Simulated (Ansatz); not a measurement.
A made-up structure of CHFNa, doublet:

```
4
angstrom
F -2.2612 2.9868 -1.8746
C 0.2415 0.0018 0.0789
Na -1.3059 1.0646 -1.1675
H 1.2989 0.0807 0.3832
```

It is relaxed with PBE-D4/def2-SVP and then PBE0-D4/def2-TZVP (Ansatz 0.2.0). Atoms count as bonded within 1.22 times the sum of their covalent radii (H–H: 0.88 Å). The end point is not checked to be a true minimum.

Task: Does its bonding change? (A judgement: the text doesn't fix the answer.)

Result: By the calculation: No: no bond forms or breaks.

Where it ends: The first stage lowers the energy by 0.32 eV in 8 steps. It ends as CHFNa ([CH][Na][F]):
F1  (-2.569, 2.752, -2.025)
C2  (0.513, 0.194, 0.036)
Na3  (-1.258, 1.602, -1.141)
H4  (1.288, -0.414, 0.550)
(Å)

Labels in which every atom is bracketed show which atoms are joined, not bond orders.

For scale, one of the runs: PBE0-D4/def2-TZVP relaxation, 100 basis functions, launched by `ansatz run in.yaml --threads 2 --pin off --events-out ev --progress --plain --max-ram 4352MiB`. The run took about 2.8 min on 2 CPU threads of an Arm Neoverse V2 (shared host).
